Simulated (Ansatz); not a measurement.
The cluster C₃H₅⁺. The state is a triplet with charge 1. Geometry PBE0-D4/def2-TZVP, that of the neutral doublet; atoms count from 1.

Cartesian coordinates in Å:
```
C 0.026 0.464 -0.096
C -1.100 0.010 0.554
C 1.082 -0.330 -0.488
H -1.899 0.682 0.838
H 1.077 -1.397 -0.296
H 0.087 1.528 -0.316
H 1.943 0.085 -0.996
H -1.216 -1.040 0.799
```

At PBE0-D4/def2-TZVP a singlet of charge 1 lies 2.51 eV below the triplet, each at its own geometry. The structure comes from a short search, and lower isomers may exist.

Q: Estimate the Mulliken populations from the PBE0/def2-TZVP orbitals of Ansatz.

A: 
```json
{"atom": "C1", "charge (e)": "0.15", "spin (α − β)": "0.54"}
{"atom": "C2", "charge (e)": "-0.14", "spin (α − β)": "0.80"}
{"atom": "C3", "charge (e)": "-0.14", "spin (α − β)": "0.80"}
{"atom": "H4", "charge (e)": "0.23", "spin (α − β)": "-0.03"}
{"atom": "H5", "charge (e)": "0.22", "spin (α − β)": "-0.03"}
{"atom": "H6", "charge (e)": "0.24", "spin (α − β)": "-0.02"}
{"atom": "H7", "charge (e)": "0.23", "spin (α − β)": "-0.03"}
{"atom": "H8", "charge (e)": "0.22", "spin (α − β)": "-0.03"}
```
Mulliken values depend strongly on the basis.

Q: Where does the spin sit?

A: Summed by element: C 2.14, H -0.14, of 2 unpaired in all. Largest on single atoms: C2 0.80, C3 0.80, C1 0.54.

Q: And the Mayer bond orders between heavy atoms (over 0.3)?

A: C1–C2 1.25 (1.38 Å); C1–C3 1.25 (1.38 Å).
